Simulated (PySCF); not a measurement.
# SiPH4 (SMILES [SiH2]P): levels of theory compared

Aim: a comparison of 3 runs (UB3LYP/STO-6G, UPBE/STO-6G, UPBE0/STO-6G) of SiPH4. Input form: a Python script.

Program for the calculation: PySCF 2.14.0.

3 further runs of the same task are left out: 3 set aside as unsound or not needed.

**1. The structure to begin with**

SiPH4: 6 atoms, total charge 0, spin state doublet. As SMILES, `[SiH2]P`. The Si1–H4 distance was set to 1.760 Å, away from the relaxed value.

Bond lengths: Si1–P2 2.220 Å, Si1–H3 1.467 Å, P2–H5 1.384 Å, P2–H6 1.384 Å. Angles: Si1–P2–H5 96.4°, Si1–P2–H6 96.4°, P2–Si1–H3 109.7°, H5–P2–H6 92.6°. A long bond or contact: Si1–H4 1.760 Å.

**2. A single-point energy at UB3LYP/STO-6G (run 1)**

File calc.py:

```python
from pyscf import gto, dft

mol = gto.Mole()
mol.atom = '''
Si     0.268289    -0.880472     0.129690
P     -0.197401     1.275648     0.376570
H     -0.159351    -1.619052     1.322270
H     -0.579260    -1.514310    -1.276300
H      0.575949     1.722798    -0.680950
H      0.798119     1.543628     1.300480
'''
mol.spin = 1
mol.max_memory = 1860
mol.verbose = 3
mol.basis = 'sto-6g'
mol.build()

myscf = dft.UKS(mol)
myscf.xc = 'b3lyp'
myscf.conv_tol = 1e-10
myscf.grids.level = 5
myscf.kernel()
if not myscf.converged:
    myscf = myscf.newton().run(myscf.mo_coeff, myscf.mo_occ)

e_tot = myscf.e_tot
print('E(%s) = %.9f' % ('B3LYP', e_tot))
```

On the command line:

```
$ OMP_NUM_THREADS=1 python calc.py
```

The log of the run:

```text
converged SCF energy = -630.893632700055  <S^2> = 0.75079801  2S+1 = 2.0007978
E(B3LYP) = -630.893632700
```

Run time: 6.9 s. Hardware: 1 thread of Arm Neoverse V2, shared host; peak memory 0.21 GiB.

**3. A single-point energy at UPBE/STO-6G (run 2)**

File run.py:

```python
from pyscf import gto, dft

mol = gto.Mole()
mol.atom = [
    ('Si', (0.268289, -0.880472, 0.129690)),
    ('P', (-0.197401, 1.275648, 0.376570)),
    ('H', (-0.159351, -1.619052, 1.322270)),
    ('H', (-0.579260, -1.514310, -1.276300)),
    ('H', (0.575949, 1.722798, -0.680950)),
    ('H', (0.798119, 1.543628, 1.300480)),
]
mol.verbose = 4
mol.spin = 1
mol.basis = 'sto-6g'
mol.max_memory = 1860
mol.build()

calc0 = dft.UKS(mol)
calc0.xc = 'pbe'
calc0.grids.level = 5
calc0.conv_tol = 1e-10
calc0.kernel()
if not calc0.converged:
    calc0 = calc0.newton().run(calc0.mo_coeff, calc0.mo_occ)

energy = calc0.e_tot
print(f'total energy: {energy:.8f} hartree')
```

On the command line:

```
$ OMP_NUM_THREADS=1 python run.py
```

The log of the run:

```text
PySCF version 2.14.0

[... 58 lines left out ...]
WARN: HOMO -0.125969120189174 >= LUMO -0.125969120189175
[... 42 lines left out ...]
converged SCF energy = -630.543708425379  <S^2> = 0.75075103  2S+1 = 2.0007509
total energy: -630.54370843 hartree
```

Run time: 5.7 s. Hardware: 1 thread of Arm Neoverse V2, shared host; peak memory 0.21 GiB.

**4. A single-point energy at UPBE0/STO-6G (run 3)**

File geometry.xyz:

```xyz
6
H4PSi
Si     0.268289    -0.880472     0.129690
P     -0.197401     1.275648     0.376570
H     -0.159351    -1.619052     1.322270
H     -0.579260    -1.514310    -1.276300
H      0.575949     1.722798    -0.680950
H      0.798119     1.543628     1.300480
```

File calc.py:

```python
from pyscf import gto, dft

system = gto.M(
    atom='geometry.xyz',
    max_memory=1860,
    spin=1,
    verbose=4,
    basis='sto-6g',
)

mf = dft.UKS(system, xc='pbe0')
mf.conv_tol = 1e-10
mf.grids.level = 5
mf.kernel()
if not mf.converged:
    mf = mf.newton().run(mf.mo_coeff, mf.mo_occ)

etot = mf.e_tot
print('Final energy', etot)
```

On the command line:

```
$ OMP_NUM_THREADS=1 python calc.py
```

The log of the run:

```text
PySCF version 2.14.0

[... 99 lines left out ...]
converged SCF energy = -630.627559277222  <S^2> = 0.7510385  2S+1 = 2.0010382
Final energy -630.6275592772222
```

Run time: 6.3 s. Hardware: 1 thread of Arm Neoverse V2, shared host; peak memory 0.21 GiB.

**5. The series**

```csv
run,level,energy (Eh),dipole moment (D),HOMO energy (eV),LUMO energy (eV),wall time
1,UB3LYP/STO-6G,-630.893633,1.02,-2.42,0.82,6.9 s
2,UPBE/STO-6G,-630.543708,1.02,-1.35,0.24,5.7 s
3,UPBE0/STO-6G,-630.627559,1.07,-2.66,1.26,6.3 s
```

**6. Summary of results**

| quantity | value |
| --- | --- |
| run 3: total energy | -630.62756 Eh |
| run 3: dipole moment | 1.07 D |
| run 3: HOMO energy (highest over α and β) | -2.66 eV |
| run 3: LUMO energy (lowest over α and β) | 1.26 eV |
| run 3: ⟨S²⟩ | 0.751 |

The dipole moment (its size) runs from 1.02 D (UPBE/STO-6G) to 1.07 D (UPBE0/STO-6G). Totals of different functionals can't be ranked against each other. In runs 1, 2, 3 the basis is minimal, so the values are rough. All runs together took 19 s, the longest 6.9 s.
